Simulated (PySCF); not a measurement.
Species: C₃H₅N₃.
InChI=1S/C3H5N3/c1-6-3-2-4-5-6/h2-3H,1H3

Level: B3LYP/def2-SVPD in PySCF, non-relativistic, on one gas-phase PBE0-D3(BJ)/def2-SVP geometry that isn't relaxed in the solvent. The solvent is an IEF-PCM continuum (Bondi radii, 1.10 Å for H, scaled by 1.2), and excitations are vertical TDDFT with non-equilibrium linear response and a frozen core. Specific hydrogen bonds and non-electrostatic terms are outside this model.

Gas-phase singlets (H = HOMO, L = LUMO):

```
state  E (eV)  λ (nm)      f  leading configuration
   S1   5.595     222  0.004                H→L 99%
   S2   6.551     189  0.092              H-1→L 79%
   S3   6.785     183  0.007            H-1→L+1 78%
   S4   6.808     182  0.015              H→L+2 78%
   S5   6.850     181  0.012              H→L+1 90%
```

Give the list for chloroform (ε = 4.711), n² = 2.09.

```tsv
state	E (eV)	λ (nm)	f	leading configuration	change by rank (eV)
S1	5.835	212	0.007	H-1→L 99%	+0.240
S2	6.499	191	0.134	H→L 87%	-0.052
S3	7.060	176	0.004	H-1→L+2 97%	+0.275
S4	7.130	174	0.056	H-2→L 71%	+0.322
S5	7.153	173	0.030	H→L+1 95%	+0.303
```

How does the list change in dimethylsulfoxide (ε = 46.83)?

```json
{"state": "S1", "E (eV)": "5.937", "λ (nm)": "209", "f": "0.008", "leading configuration": "H-1→L 99%", "change by rank (eV)": "+0.342"}
{"state": "S2", "E (eV)": "6.489", "λ (nm)": "191", "f": "0.136", "leading configuration": "H→L 88%", "change by rank (eV)": "-0.062"}
{"state": "S3", "E (eV)": "7.145", "λ (nm)": "174", "f": "0.063", "leading configuration": "H-2→L 74%", "change by rank (eV)": "+0.360"}
{"state": "S4", "E (eV)": "7.186", "λ (nm)": "173", "f": "0.004", "leading configuration": "H-1→L+2 97%", "change by rank (eV)": "+0.378"}
{"state": "S5", "E (eV)": "7.284", "λ (nm)": "170", "f": "0.032", "leading configuration": "H→L+1 94%", "change by rank (eV)": "+0.434"}
```

How do the frontier levels move from gas to dimethylsulfoxide?

| orbital | gas (eV) | solvent (eV) | change (eV) |
| --- | --- | --- | --- |
| LUMO+2 | 0.81 | 0.76 | -0.05 |
| LUMO+1 | 0.22 | 0.72 | +0.50 |
| LUMO | -0.42 | -0.47 | -0.05 |
| HOMO | -7.35 | -7.49 | -0.14 |
| HOMO-1 | -7.42 | -7.78 | -0.36 |
| HOMO-2 | -8.18 | -8.23 | -0.05 |
| HOMO-3 | -9.20 | -9.51 | -0.31 |

The HOMO–LUMO gap goes from 6.93 to 7.02 eV. Rows go by rank; for HOMO-1 and HOMO the atom shares or the degeneracy differ between the runs, so the row needn't follow one orbital.
